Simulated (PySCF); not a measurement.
Solvent effects on NMR parameters

Atoms are numbered as in `[F:1][P@TB1:2]([F:3])([F:4])([F:5])[F:6]`.

GIAO PBE0/pcSseg-1 in PySCF 2.14.0 with density-fitted response routines on one PBE0-D3(BJ)/def2-SVP conformer, non-relativistic, equivalent nuclei averaged. Solvents enter as an IEF-PCM continuum (chloroform with ε = 4.7) around the gas-phase geometry. Shifts are referred to CFCl3 computed in the same medium.

Gas phase, δ in ppm: F6 -48.9, F1 -49.0, F3/F4/F5 -54.4. Dipole moment 0.00 D.

**Question.** How does each δ change in the continuum?

**Answer.** 
| atoms | environment | Δδ, chloroform |
| --- | --- | --- |
| F6 | fluorine bonded to P | -0.6 |
| F1 | fluorine bonded to P | -0.6 |
| F3/F4/F5 | fluorine bonded to P | +1.1 |

Changes are relative to the gas phase.

**Question.** Which of the listed nuclei move most (in ppm), and what does the model miss?

**Answer.** F3/F4/F5 (fluorine bonded to P, +1.1 ppm) in chloroform. A continuum only polarises the solute; specific hydrogen bonds, the anisotropy of aromatic solvents and changes of geometry or conformer are outside it.
